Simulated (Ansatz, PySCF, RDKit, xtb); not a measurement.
# C2H5FO: which of the isomers drawn lies lowest?, part 2 of 2

Which of a sample of isomers of C2H5FO is the most stable in the gas at 298.15 K, and what are its properties? The sample is small against all isomers, and the most stable one of this formula need not be in it. One structure proposed beforehand is put among the starts (marked given), to see whether the search confirms or beats it.

xtb, Ansatz and PySCF; isolated molecules. The steps go on from the part before.

### 12 Free energies and the winner

Energies in kcal/mol from c070a; G adds the thermal terms to the CCSD(T)/def2-SVP + MP2/def2-TZVPP - MP2/def2-SVP energy. The columns left of the relaxed level are at the tight-binding geometries.

```csv
label,SMILES,spin,GFN2-xTB,HF/STO-3G,r2SCAN-D4/def2-SVP,PBE0-D4/def2-SVP,HF/def2-SVP,MP2/def2-SVP,CCSD(T)/def2-SVP + MP2/def2-TZVPP - MP2/def2-SVP,G,share at equilibrium,T1
c070a,C[C@H](O)F,singlet,0.0,0.0,0.0,0.0,0.0,0.0,0.0,0.0,100.0 %,0.010
c567a,COCF,singlet,6.3,2.7,15.3,15.4,13.9,16.7,15.7,15.5,< 0.1 %,0.010
```

Lowest found: c070a, `C[C@H](O)F`, a singlet of point group C1. Bond lengths: C1–C2 1.503 Å, C2–F3 1.382 Å, C2–O4 1.372 Å, C1–H5 1.099 Å, C1–H6 1.099 Å, C1–H7 1.098 Å, C2–H8 1.109 Å, O4–H9 0.964 Å. Some angles: C1–C2–F3 109.1°, C1–C2–O4 109.1°, F3–C2–O4 109.8°, C1–C2–H8 111.6°, F3–C2–H8 105.3°, O4–C2–H8 111.7°, C2–C1–H5 110.3°, C2–C1–H6 108.9°, C2–C1–H7 110.3°, C2–O4–H9 108.5°.

```xyz
9

C    -1.5996   -0.0652   -0.7123
C    -0.3708   -0.2609    0.1300
F    -0.4477    0.5595    1.2396
O    -0.3002   -1.5727    0.5248
H    -1.5398   -0.6776   -1.6223
H    -2.4818   -0.3747   -0.1338
H    -1.7049    0.9912   -0.9927
H     0.5472    0.0563   -0.4057
H     0.5238   -1.7035    1.0072
```

### 13 Density, orbitals and dipole (PBE0/def2-TZVPD)

input.yaml reads:

```yaml
basis:
  gaussian:
    orbitals: def2-TZVPD
crystal:
  periodic: [false, false, false]
  atoms:
    - {symbol: C, position_ang: [-1.599630, -0.065249, -0.712257]}
    - {symbol: C, position_ang: [-0.370829, -0.260923, 0.129983]}
    - {symbol: F, position_ang: [-0.447730, 0.559493, 1.239613]}
    - {symbol: O, position_ang: [-0.300151, -1.572687, 0.524837]}
    - {symbol: H, position_ang: [-1.539756, -0.677604, -1.622307]}
    - {symbol: H, position_ang: [-2.481828, -0.374727, -0.133832]}
    - {symbol: H, position_ang: [-1.704881, 0.991172, -0.992704]}
    - {symbol: H, position_ang: [0.547249, 0.056252, -0.405712]}
    - {symbol: H, position_ang: [0.523813, -1.703481, 1.007236]}
output: {forces: true, orbitals: {seedname: orbitals}}
hamiltonian:
  xc: {name: PBE0}
```

Run with:

```bash
$ ansatz run input.yaml --threads 2 --pin off --max-ram 5220MiB --events-out events.jsonl --progress --plain --runs-dir runs
```

The program printed, cut to the lines that bear on the results:

```text
Warning: RAYON_NUM_THREADS=2 ignored (pool sized by the plan → 2); use --threads N
Functional definition: PBE0
  name "PBE0"
[...]
984 factors; their error is unknown
[...]
mean field -6915.27346355 eV, -254.1316124448 hartree, gradient 6.8e-6 eV, S^2 0.000000; 0 other end points of the search recorded, 0 dependent functions left out
[...]
reference -6915.27350253 eV, -254.1316138774 hartree; 17, 17 occupied and 182, 182 virtual orbitals, 984 factors
Total energy: -6915.27350253 eV, -254.1316138774 hartree
Atom 0 at    -1.599630    -0.065249    -0.712257 Å, force    -0.247704     0.011474    -0.083490 eV/Å
Atom 1 at    -0.370829    -0.260923     0.129983 Å, force     0.154414     0.197466    -0.632662 eV/Å
Atom 2 at    -0.447730     0.559493     1.239613 Å, force     0.007867     0.124627     0.240943 eV/Å
Atom 3 at    -0.300151    -1.572687     0.524837 Å, force     0.145193    -0.148035     0.174336 eV/Å
Atom 4 at    -1.539756    -0.677604    -1.622307 Å, force     0.010423     0.152823     0.222688 eV/Å
Atom 5 at    -2.481828    -0.374727    -0.133832 Å, force     0.194040     0.078772    -0.153118 eV/Å
Atom 6 at    -1.704881     0.991172    -0.992704 Å, force     0.043896    -0.261567     0.069229 eV/Å
Atom 7 at     0.547249     0.056252    -0.405712 Å, force    -0.234262    -0.101596     0.200131 eV/Å
Atom 8 at     0.523813    -1.703481     1.007236 Å, force    -0.073867    -0.053965    -0.038058 eV/Å
Dipole moment:     0.216843    -0.042983    -0.243237 e Å
```

Wall time 3.9 s (2 threads of Arm Neoverse V2, shared host).

### 14 Frequencies after a tight-binding relaxation (GFN2-xTB)

start.xyz reads:

```xyz
9
c070a
C     -1.599630    -0.065249    -0.712257
C     -0.370829    -0.260923     0.129983
F     -0.447730     0.559493     1.239613
O     -0.300151    -1.572687     0.524837
H     -1.539756    -0.677604    -1.622307
H     -2.481828    -0.374727    -0.133832
H     -1.704881     0.991172    -0.992704
H      0.547249     0.056252    -0.405712
H      0.523813    -1.703481     1.007236
```

Run with:

```bash
$ xtb start.xyz --gfn 2 --ohess tight
```

The program printed, cut to the lines that bear on the results:

```text
* xtb version 6.7.1
[...]
          :  # basis functions                  21          :
[...]
          :  # electrons                        26          :
[...]
          :  Hamiltonian                  GFN2-xTB          :
[...]
          :  net charge                          0          :
          :  unpaired electrons                  0          :
[...]
   *** convergence criteria satisfied after 10 iterations ***
[...]
   *** GEOMETRY OPTIMIZATION CONVERGED AFTER 8 ITERATIONS ***
[...]
   *** convergence criteria satisfied after 3 iterations ***
[...]
         ::                     SUMMARY                     ::
         :::::::::::::::::::::::::::::::::::::::::::::::::::::
         :: total energy             -15.630556955461 Eh    ::
         :: gradient norm              0.000320765319 Eh/a0 ::
         :: HOMO-LUMO gap             12.701666481902 eV    ::
         ::.................................................::
         :: SCC energy               -15.745162025230 Eh    ::
         :: -> isotropic ES            0.039865110303 Eh    ::
         :: -> anisotropic ES          0.000738980351 Eh    ::
         :: -> anisotropic XC         -0.004049781252 Eh    ::
         :: -> dispersion             -0.003033555396 Eh    ::
         :: repulsion energy           0.114605069769 Eh    ::
         :: add. restraining           0.000000000000 Eh    ::
         :: total charge               0.000000000000 e     ::
         :::::::::::::::::::::::::::::::::::::::::::::::::::::
[...]
        13        2.0000           -0.4424327             -12.0392 (HOMO)
        14                          0.0243450               0.6625 (LUMO)
[...]
molecular dipole:
                 x           y           z       tot (Debye)
 q only:        0.164      -0.172      -0.524
   full:        0.392      -0.125      -0.511       1.667
molecular quadrupole (traceless):
[...]
          | TOTAL ENERGY              -15.630556955461 Eh   |
          | TOTAL ENTHALPY            -15.554870472798 Eh   |
          | TOTAL FREE ENERGY         -15.587785762583 Eh   |
          | GRADIENT NORM               0.000320779435 Eh/α |
[...]
```

Run time: 0.07 s. Hardware: 2 threads of Arm Neoverse V2, shared host.

### 15 Electronic excitations (TD-PBE0/def2-SVPD)

An in-house driver calls PySCF's response routines at TD-PBE0/def2-SVPD; it has no typed input.

The program printed:

```text
coarse grid: 7448 points
cycle   1  E = -253.7226804379  dE =  3.705e-01  |g| = 6.947e-01  |ddm| = 3.321e+00
cycle   2  E = -253.6437050603  dE =  7.898e-02  |g| = 9.744e-01  |ddm| = 1.311e+00
cycle   3  E = -253.8114891172  dE = -1.678e-01  |g| = 6.075e-02  |ddm| = 7.524e-01
cycle   4  E = -253.8121216228  dE = -6.325e-04  |g| = 2.680e-02  |ddm| = 7.941e-02
cycle   5  E = -253.8122754745  dE = -1.539e-04  |g| = 5.679e-03  |ddm| = 2.833e-02
cycle   6  E = -253.8122796374  dE = -4.163e-06  |g| = 2.695e-03  |ddm| = 6.052e-03
final grid: 72088 points
cycle   7  E = -253.8526725852  dE = -2.093e-05  |g| = 7.789e-03  |ddm| = 4.691e-02
cycle   8  E = -253.8526610982  dE =  1.149e-05  |g| = 1.113e-02  |ddm| = 1.502e-02
cycle   9  E = -253.8526843078  dE = -2.321e-05  |g| = 6.804e-04  |ddm| = 8.584e-03
cycle  10  E = -253.8526844035  dE = -9.576e-08  |g| = 1.971e-04  |ddm| = 7.484e-04
cycle  11  E = -253.8526844106  dE = -7.054e-09  |g| = 6.796e-05  |ddm| = 2.026e-04
cycle  12  E = -253.8526844113  dE = -7.081e-10  |g| = 1.620e-05  |ddm| = 5.548e-05
converged SCF energy = -253.8526844113

Static polarisability (au): isotropic 33.160, principal 31.070 32.576 35.835

Singlet excitations
state   eV       nm        f      main configurations
  1   7.9267    156.4   0.00592   H->L 0.95
  2   8.8660    139.8   0.02629   H-1->L 0.89
  3   9.1577    135.4   0.01337   H->L+1 0.84
  4   9.5432    129.9   0.11401   H->L+2 0.91
  5   9.7997    126.5   0.01580   H-2->L 0.93
  6   9.9904    124.1   0.00095   H-1->L+1 0.89
  7  10.0898    122.9   0.01967   H->L+3 0.88
  8  10.3862    119.4   0.04602   H-1->L+2 0.81, H->L+4 0.10

Triplet excitations (Tamm-Dancoff, eV): 7.5978 8.4986 8.9253
```

Run time: 6 s. Hardware: 2 threads of Arm Neoverse V2, shared host.

The roots found:

```csv
excited state,energy (eV),strength
1,7.927,0.0059
2,8.866,0.0263
3,9.158,0.0134
4,9.543,0.1140
5,9.800,0.0158
6,9.990,0.0009
7,10.090,0.0197
8,10.386,0.0460
```

### 16 NMR shieldings (GIAO PBE0/pcSseg-1)

An in-house driver calls PySCF's response routines at GIAO PBE0/pcSseg-1; it has no typed input.

The program printed:

```text
coarse grid: 7448 points
cycle   1  E = -253.8618062733  dE =  4.063e-01  |g| = 7.454e-01  |ddm| = 2.371e+00
cycle   2  E = -253.7918244007  dE =  6.998e-02  |g| = 1.007e+00  |ddm| = 1.041e+00
cycle   3  E = -253.9568994547  dE = -1.651e-01  |g| = 5.628e-02  |ddm| = 6.225e-01
cycle   4  E = -253.9574367143  dE = -5.373e-04  |g| = 2.597e-02  |ddm| = 5.172e-02
cycle   5  E = -253.9575881292  dE = -1.514e-04  |g| = 3.593e-03  |ddm| = 1.897e-02
cycle   6  E = -253.9575900333  dE = -1.904e-06  |g| = 1.618e-03  |ddm| = 2.913e-03
final grid: 72088 points
cycle   7  E = -253.9981108857  dE = -2.488e-05  |g| = 8.178e-03  |ddm| = 1.533e-02
cycle   8  E = -253.9981009693  dE =  9.916e-06  |g| = 1.112e-02  |ddm| = 1.107e-02
cycle   9  E = -253.9981233157  dE = -2.235e-05  |g| = 6.156e-04  |ddm| = 6.433e-03
cycle  10  E = -253.9981233863  dE = -7.065e-08  |g| = 2.052e-04  |ddm| = 5.433e-04
cycle  11  E = -253.9981233946  dE = -8.277e-09  |g| = 6.034e-05  |ddm| = 1.587e-04
cycle  12  E = -253.9981233951  dE = -4.733e-10  |g| = 1.612e-05  |ddm| = 3.792e-05
converged SCF energy = -253.9981233951

GIAO shielding tensors (ppm)
atom      isotropic    diamagn.    paramagn.     s11        s22        s33       span
  0 C      161.288     248.526     -87.238    144.403    153.864    185.597     41.194
  1 C       78.047     240.967    -162.920     50.961     75.938    107.242     56.281
  2 F      302.011     475.763    -173.751    211.342    335.149    359.544    148.202
  3 O      231.180     388.005    -156.825    179.568    239.895    274.077     94.509
  4 H       30.049      28.421       1.629     26.392     27.922     35.833      9.441
  5 H       29.667      27.797       1.870     26.840     27.928     34.232      7.392
  6 H       30.011      28.863       1.148     26.476     27.899     35.657      9.181
  7 H       25.695      30.377      -4.682     23.152     24.519     29.414      6.262
  8 H       29.144      31.485      -2.341     21.708     25.285     40.438     18.730
```

Run time: 3.3 s. Hardware: 2 threads of Arm Neoverse V2, shared host.

Isotropic shieldings, averaged over atoms that the bond graph makes equivalent (absolute, not shifts):

```csv
atoms,shielding (ppm)
C1,161.3
C2,78.0
F3,302.0
O4,231.2
"H5, H6, H7",29.91
H8,25.69
H9,29.14
```

### 17 The cation at the same geometry (PBE0/def2-TZVPD)

input.yaml reads:

```yaml
basis:
  gaussian:
    orbitals: def2-TZVPD
crystal:
  periodic: [false, false, false]
  atoms:
    - symbol: C
      position_ang: [-1.599630, -0.065249, -0.712257]
    - symbol: C
      position_ang: [-0.370829, -0.260923, 0.129983]
    - symbol: F
      position_ang: [-0.447730, 0.559493, 1.239613]
    - symbol: O
      position_ang: [-0.300151, -1.572687, 0.524837]
    - symbol: H
      position_ang: [-1.539756, -0.677604, -1.622307]
    - symbol: H
      position_ang: [-2.481828, -0.374727, -0.133832]
    - symbol: H
      position_ang: [-1.704881, 0.991172, -0.992704]
    - symbol: H
      position_ang: [0.547249, 0.056252, -0.405712]
    - symbol: H
      position_ang: [0.523813, -1.703481, 1.007236]
total_charge: 1
magnetization:
  spin_polarized: true
  initial_magnetization: 1
hamiltonian:
  xc: {name: PBE0}
```

Run with:

```bash
$ ansatz run input.yaml --threads 2 --pin off --max-ram 5220MiB --events-out events.jsonl --progress --plain --runs-dir runs
```

The program printed:

```text
Warning: RAYON_NUM_THREADS=2 ignored (pool sized by the plan → 2); use --threads N
[... 2 set-up lines as earlier in the session ...]
  parameter a = 0.25
  parameter kappa = 0.804
  parameter beta = 0.06672455060314922
  exchange = (1 - a)*pbe_x(kappa = kappa, mu = beta*pi^2/3) + a*exact_x
  correlation = pbe_c(beta = beta)
984 factors; their error is unknown
mean field evaluation 1: about -6893.8259 eV, gradient 5.3e1 eV
mean field evaluation 2: about -6888.1844 eV, gradient 6.7e1 eV
mean field evaluation 4: about -6903.6773 eV, gradient 6.7e0 eV
mean field evaluation 8: about -6903.8356 eV, gradient 3.6e-1 eV
mean field evaluation 16: about -6903.8314 eV, gradient 2.1e-3 eV
mean field -6903.83144057 eV, -253.7111258558 hartree, gradient 4.7e-5 eV, S^2 0.755665; 2 other end points of the search recorded, 0 dependent functions left out
reference -6903.83147333 eV, -253.7111270599 hartree; 17, 16 occupied and 182, 183 virtual orbitals, 984 factors
Total energy: -6903.83147333 eV, -253.7111270599 hartree
```

It took 7.5 s on 2 threads of Arm Neoverse V2, shared host.

Difference from the parent: 11.44 eV.

### 18 The anion at the same geometry (PBE0/def2-TZVPD)

input.yaml reads:

```yaml
crystal:
  periodic: [false, false, false]
  atoms:
    - {symbol: C, position_ang: [-1.599630, -0.065249, -0.712257]}
    - {symbol: C, position_ang: [-0.370829, -0.260923, 0.129983]}
    - {symbol: F, position_ang: [-0.447730, 0.559493, 1.239613]}
    - {symbol: O, position_ang: [-0.300151, -1.572687, 0.524837]}
    - {symbol: H, position_ang: [-1.539756, -0.677604, -1.622307]}
    - {symbol: H, position_ang: [-2.481828, -0.374727, -0.133832]}
    - {symbol: H, position_ang: [-1.704881, 0.991172, -0.992704]}
    - {symbol: H, position_ang: [0.547249, 0.056252, -0.405712]}
    - {symbol: H, position_ang: [0.523813, -1.703481, 1.007236]}
basis:
  gaussian:
    orbitals: def2-TZVPD
total_charge: -1
magnetization:
  spin_polarized: true
  initial_magnetization: 1
hamiltonian:
  xc: {name: PBE0}
scf:
  lower_state_search: off
```

Run with:

```bash
$ ansatz run input.yaml --threads 2 --pin off --max-ram 5220MiB --events-out events.jsonl --progress --plain --runs-dir runs
```

The program printed, cut to the lines that bear on the results:

```text
Warning: RAYON_NUM_THREADS=2 ignored (pool sized by the plan → 2); use --threads N
[... 2 set-up lines as earlier in the session ...]
[...]
984 factors; their error is unknown
[...]
a density is far from that of the atoms, so the factors are made again for it
1398 factors; integrals over basis functions are off by at most 7.7e-4 eV
[...]
mean field -6914.17428905 eV, -254.0912185269 hartree, gradient 2.3e-6 eV, S^2 0.750203; 0 other end points of the search recorded, 0 dependent functions left out
reference -6914.17432032 eV, -254.0912196762 hartree; 18, 17 occupied and 181, 182 virtual orbitals, 1398 factors
Total energy: -6914.17432032 eV, -254.0912196762 hartree
Checks for a lower state left out: stability, starts, cluster_reference, orbital_swaps, neighbouring_geometries, increment
```

Wall time 8.1 s (2 threads of Arm Neoverse V2, shared host).

Parent less the species with the added electron: -1.10 eV. The extra electron isn't bound at this geometry, so the number measures the basis, not the molecule.

### 19 The triplet at the same geometry (PBE0/def2-TZVPD)

Edit input.yaml of step 18 so:

```diff
@@ -1 +1,3 @@
+basis:
+  gaussian: {orbitals: def2-TZVPD}
 crystal:
@@ -12,12 +14,3 @@
     - {symbol: H, position_ang: [0.523813, -1.703481, 1.007236]}
-basis:
-  gaussian:
-    orbitals: def2-TZVPD
-total_charge: -1
-magnetization:
-  spin_polarized: true
-  initial_magnetization: 1
-hamiltonian:
-  xc: {name: PBE0}
-scf:
-  lower_state_search: off
+magnetization: {spin_polarized: true, initial_magnetization: 2}
+hamiltonian: {xc: pbe0}
```

Run with:

```bash
$ ansatz run input.yaml --threads 2 --pin off --max-ram 5220MiB --events-out events.jsonl --progress --plain --runs-dir runs
```

The program printed, cut to the lines that bear on the results:

```text
Warning: RAYON_NUM_THREADS=2 ignored (pool sized by the plan → 2); use --threads N
[... 7 set-up lines as earlier in the session ...]
984 factors; their error is unknown
mean field evaluation 1: about -6901.8664 eV, gradient 3.6e1 eV
mean field evaluation 2: about -6895.4117 eV, gradient 5.6e1 eV
mean field evaluation 4: about -6907.5329 eV, gradient 7.4e0 eV
mean field evaluation 8: about -6907.8009 eV, gradient 8.6e-1 eV
mean field evaluation 16: about -6907.8084 eV, gradient 1.8e-2 eV
mean field evaluation 32: about -6907.7208 eV, gradient 4.4e0 eV
mean field -6907.80841645 eV, -253.8572770239 hartree, gradient 3.1e-5 eV, S^2 2.005818; 2 other end points of the search recorded, 0 dependent functions left out
reference -6907.80845609 eV, -253.8572784806 hartree; 18, 16 occupied and 181, 183 virtual orbitals, 984 factors
Total energy: -6907.80845609 eV, -253.8572784806 hartree
```

It took 9 s on 2 threads of Arm Neoverse V2, shared host.

It lies 7.47 eV above the singlet.

### 20 Stability of the closed-shell solution (PBE0/def2-SVP)

run.py reads:

```python
from pyscf import gto, dft

mol = gto.M(
    atom=[
    ('C', (-1.599630, -0.065249, -0.712257)),
    ('C', (-0.370829, -0.260923, 0.129983)),
    ('F', (-0.447730, 0.559493, 1.239613)),
    ('O', (-0.300151, -1.572687, 0.524837)),
    ('H', (-1.539756, -0.677604, -1.622307)),
    ('H', (-2.481828, -0.374727, -0.133832)),
    ('H', (-1.704881, 0.991172, -0.992704)),
    ('H', (0.547249, 0.056252, -0.405712)),
    ('H', (0.523813, -1.703481, 1.007236)),
],
    verbose=3,
    basis='def2-svp',
    max_memory=3720,
    spin=0,
)

ks = dft.RKS(mol, xc='pbe0')
ks = ks.density_fit(auxbasis='def2-universal-jkfit')
ks.max_cycle = 100
ks.grids.level = 3
ks.kernel()
if not ks.converged:
    ks = ks.newton().run(ks.mo_coeff, ks.mo_occ)

e_final = ks.e_tot
print(f'total energy: {e_final:.8f} hartree')
mo_i, mo_e, stable_i, stable_e = ks.stability(internal=True, external=True, return_status=True)
print('stable: internal', stable_i, 'external', stable_e)
```

Run with:

```bash
$ OMP_NUM_THREADS=2 python run.py
```

The program printed:

```text
converged SCF energy = -253.829121437727
total energy: -253.82912144 hartree
<class 'pyscf.df.df_jk.DFRKS'> wavefunction is stable in the internal stability analysis
<class 'pyscf.df.df_jk.DFRKS'> wavefunction is stable in the real -> complex stability analysis
<class 'pyscf.df.df_jk.DFRKS'> wavefunction is stable in the RHF/RKS -> UHF/UKS stability analysis
stable: internal True external True
```

Run time: 38 s. Hardware: 2 threads of Arm Neoverse V2, shared host.

### 21 Results

This closing draws on all 2 parts.

| quantity | value |
| --- | --- |
| lowest structure found | C[C@H](O)F, singlet, C1 |
| next finalist | COCF, singlet, 15.5 kcal/mol higher in G |
| share at equilibrium, among the finalists | 100.0 % |
| funnel | 3 starts, 2 minima at GFN2-xTB, 4 screening runs, 3 relaxed, 2 ranked |
| CPU time of all runs | 9.9 min |
| harmonic wavenumbers, lowest and highest (PBE0-D4/def2-SVP) | 240 and 3877 cm⁻¹ |
| rotational constants, same geometry | 0.3166, 0.2979, 0.1723 cm⁻¹ |
| dipole moment (PBE0/def2-TZVPD) | 1.58 D |
| HOMO energy (PBE0/def2-TZVPD) | -8.91 eV |
| LUMO energy (PBE0/def2-TZVPD) | 0.14 eV |
| HOMO–LUMO gap (PBE0/def2-TZVPD) | 9.05 eV |
| lowest excitation (TD-PBE0/def2-SVPD) | 7.93 eV (f = 0.006) |
| strongest of the states computed, same level | 9.54 eV (f = 0.114) |
| lowest triplet excitation, same level, Tamm-Dancoff | 7.60 eV |
| vertical ionisation energy | 11.44 eV |
| vertical electron affinity | -1.10 eV (unbound: the value depends on the basis) |
| vertical triplet less singlet | +7.47 eV |

In words: `C[C@H](O)F` comes out lowest. The margin of 15.5 kcal/mol over the next finalist is beyond the usual error of the last level; it says nothing of structures that weren't ranked. GFN2-xTB, HF/STO-3G, r2SCAN-D4/def2-SVP, PBE0-D4/def2-SVP, HF/def2-SVP and MP2/def2-SVP already put its bonding pattern lowest among the structures in one piece. The largest share of the time went into the relaxations (32 %). The search beats the structure proposed beforehand. The search is not exhaustive (a finite list of starts, one conformer a finalist), so a lower isomer can't be ruled out. Only 2 drawn patterns were tried, so whole families of isomers are missing, and the result ranks this sample alone.
